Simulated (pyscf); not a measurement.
This saddle point was located with ωB97X-D3(BJ)/def2-SVP in PySCF.

```
Cr
O 1 1.5113
O 1 1.5166 2 107.53
F 1 1.9131 2 100.98 3 97.05
H 4 1.2682 1 88.62 2 105.52
Cl 5 1.4386 4 140.13 1 3.37
Cl 1 2.1647 2 103.17 3 -104.51
```
Charge 0, spin multiplicity 1.

Surface: singlet, charge 0. Lowest wavenumbers (cm⁻¹): 551i, 38, 180, 228, 263.

Task: What reaction is this the transition state of?

Result: O=Cr(=O)(Cl)–Cl + hydrogen fluoride (HF) ⇌ O=Cr(=O)(F)–Cl + hydrogen chloride (HCl), a four-centre exchange read from left to right: Cl–Cr, F–H broken and Cr–F, Cl–H formed. At ωB97M-D3(BJ)/def2-TZVP it lies +20.9 kcal/mol from the left side and +18.9 kcal/mol from the right (each side as separated species at their lowest minima found). One saddle was located; it need not be the lowest between these sides.
